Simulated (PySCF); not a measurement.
Formyl fluoride, CHFO.
Numbering: `[O:1]=[CH:2][F:3]` (hydrogens: H4 on C2)

The closed-shell ground state was solved at several levels (PySCF, density fitting, gas phase, non-relativistic). Isolated species at its PBE0-D3(BJ)/def2-SVP geometry, gas phase.

```
           level  basis functions  total energy (Eh)  HOMO (eV)  LUMO (eV)  gap (eV)  dipole (D)
PBE0/aug-cc-pVDZ               78          -213.5807      -9.53      -1.03      8.50        2.10
    PBE0/cc-pVDZ               47          -213.5617      -9.12      -0.45      8.67        1.95
      PBE0/pcJ-1               91          -213.5523      -9.45      -0.77      8.68        2.15
       PBE/pcJ-1               91          -213.5612      -7.66      -1.95      5.71        1.98
    PBE0/cc-pVTZ              104          -213.6318      -9.41      -0.76      8.65        2.06
        HF/pcJ-1               91          -212.7421     -13.95       3.73     17.68        2.56
     B97-2/pcJ-1               91          -213.7033      -9.17      -0.88      8.29        2.14
       KT2/pcJ-1               91          -216.8150      -7.83      -1.84      5.99        2.02
   PBE0/pcSseg-0               29          -213.0360      -9.49      -0.87      8.62        2.26
       LDA/pcJ-1               91          -212.2620      -7.89      -2.27      5.62        2.05
   PBE0/IGLO-III              115          -213.6459      -9.53      -0.98      8.55        2.11
```

(1) What might PBE0/pcSseg-3 (249 basis functions) give for the same quantities?

(2) Over all these levels, which gives the widest orbital gap and which the narrowest?

(3) How much does the basis alone move the frontier levels among the 7 PBE0 rows (the withheld one included)?

(4) In the pcJ-1 basis, how does the gap go with the fixed share of exact exchange?

(5) How far do the dipole and the HOMO energy spread over the levels?

## Answers

(1) Total energy -213.6564 Eh, HOMO -9.54 eV, LUMO -1.01 eV, gap 8.53 eV, dipole 2.10 D.

(2) HF/pcJ-1 (Hartree–Fock, all exact exchange) has the widest, 17.68 eV, and LDA/pcJ-1 (LDA) the narrowest, 5.62 eV. The two share the basis. From the narrowest to the widest the HOMO moves by -6.06 eV and the LUMO by +6.00 eV.

(3) The HOMO by 0.42 eV and the LUMO by 0.58 eV. By rising basis size (HOMO, LUMO in eV): pcSseg-0 -9.49, -0.87; cc-pVDZ -9.12, -0.45; aug-cc-pVDZ -9.53, -1.03; pcJ-1 -9.45, -0.77; cc-pVTZ -9.41, -0.76; IGLO-III -9.53, -0.98; pcSseg-3 -9.54, -1.01.

(4) LDA (0 %) 5.62 eV; PBE (0 %) 5.71 eV; KT2 (0 %) 5.99 eV; B97-2 (21 %) 8.29 eV; PBE0 (25 %) 8.68 eV; HF (100 %) 17.68 eV. Each rise in the share widens the gap here.

(5) The dipole runs from 1.95 to 2.56 D (mean 2.12 D) and the HOMO from -13.95 to -7.66 eV.
